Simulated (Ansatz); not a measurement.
# CHAlO+ (doublet): from Hartree-Fock to the top rungs, def2-QZVPP

One table from this session's results is given with a row withheld; the runs are named, their logs left out.

Program: Ansatz 0.2.0, Gaussian basis. Level of theory: def2-QZVPP, core rule «outside noble gas», up to 7 orbitals frozen. These are calculated values, not measurements.

To be run: UHF; ROHF; CCSD(T) on UHF.

2 further runs of the same task are left out: 2 set aside as unsound or not needed.

### What is computed

The geometry is a PBE0/def2-TZVP stationary point (not a proven minimum) of the parent state, kept for this charge and spin.

4 atoms, charge 1, spin multiplicity 2.

Atoms are counted from 1 here; the program's logs count them from 0.

Bond lengths: C1–Al2 1.857 Å, C1–H4 1.080 Å, Al2–O3 1.597 Å. Angles: Al2–C1–H4 180.0°, C1–Al2–O3 180.0°.

As a file:

```xyz
4
charge 1, multiplicity 2
C     0.00000    0.00000    1.05769
Al    0.00000    0.00000   -0.79917
O     0.00000    0.00000   -2.39602
H     0.00000    0.00000    2.13750
```

The first run:

in.yaml

```yaml
crystal:
  periodic: [false, false, false]
  atoms:
    - {symbol: C, position_ang: [0.000000, 0.000000, 1.057693]}
    - {symbol: Al, position_ang: [0.000000, 0.000000, -0.799174]}
    - {symbol: O, position_ang: [0.000000, 0.000000, -2.396024]}
    - {symbol: H, position_ang: [0.000000, 0.000000, 2.137505]}
basis:
  gaussian: {orbitals: "def2-QZVPP.json"}
total_charge: 1
magnetization: {spin_polarized: true, initial_magnetization: 1}
hamiltonian: {xc: hf}
output: {orbitals: {seedname: orbitals}}
```

Started as:

```console
ansatz run in.yaml --threads 1 --pin off --events-out ev --progress --plain --max-ram 2393MiB
```

Steps of the session up to this table: UHF; ROHF; CCSD(T) on UHF.

One of the session's tables, all rows but one given; the rest of the session is left out.

| method | from UCCSD(T) (meV) |
| --- | --- |
| ROHF | +12946.9 |
| UHF | +10809.8 |
| UMP2 | +1119.4 |
| UCCSD | ? |
| UCCSD(T) | 0 |

Estimate the missing values for UCCSD.

**Answer.** from UCCSD(T) (meV): +364.6. In the column «from UCCSD(T) (meV)» it lies between UCCSD(T) (0) and UMP2 (+1119.4).

Caveats from the session: The determinant is far from a pure spin state, so its energy mixes those of several spin states (harmless only where they are near-degenerate, as at dissociation).
